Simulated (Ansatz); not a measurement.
Ideal-gas functions of C3H3NS, SMILES `C#CC(=N)S` at 500 K and 1 bar, from an Ansatz frequency run at PBE0-D4/def2-TZVP.

Molar mass 85.13 g/mol, point group Cs (symmetry number 1), electronic degeneracy 1, moments of inertia 70.96, 162.869, 233.829 u Å². Harmonic wavenumbers (cm⁻¹, unscaled): 170, 217, 276, 372, 517, 631, 676, 690, 710, 869, 924, 1035, 1299, 1667, 2224, 2728, 3477, 3513.

Use S(trans) = R[1.5 ln M + 2.5 ln T − 1.1517]; rotational temperatures θ = 24.2544 K / I; S(rot) = R[ln(√π/σ · √(T³/θAθBθC)) + 1.5]; for each mode x = 1.438777 ν̃/T, S = R[x/(eˣ − 1) − ln(1 − e⁻ˣ)] and H = RT x/(eˣ − 1); 1 cm⁻¹ = 0.0119627 kJ/mol; R = 8.31446 J/(mol·K).

Question: By hand: the entropy, in J/(mol·K).

Answer: Translation 175.0. Rotation: θ = 0.3418, 0.1489, 0.1037 K, giving 116.5. Vibration, mode by mode: 14.34, 12.36, 10.45, 8.13, 5.74, 4.41, 3.98, 3.86, 3.68, 2.57, 2.27, 1.76, 0.96, 0.40, 0.10, 0.03, 0.00, 0.00, in all 75.1. Electronic 0.0. Sum 366.6 J/(mol·K).

Question: By hand: H − E and G − E in kJ/mol, counted from the electronic energy.

Answer: Zero-point energy ½ × 21995 × 0.0119627 = 131.6; thermal vibration 21.5; translation, rotation and pV give 4 RT = 16.6. H − E = 169.7 kJ/mol, and G − E = 169.7 − 500 × 366.6/1000 = -13.6 kJ/mol.

Vibration gives 20 % of the entropy. The sum counts one conformer and one mirror image; others add a mixing term.
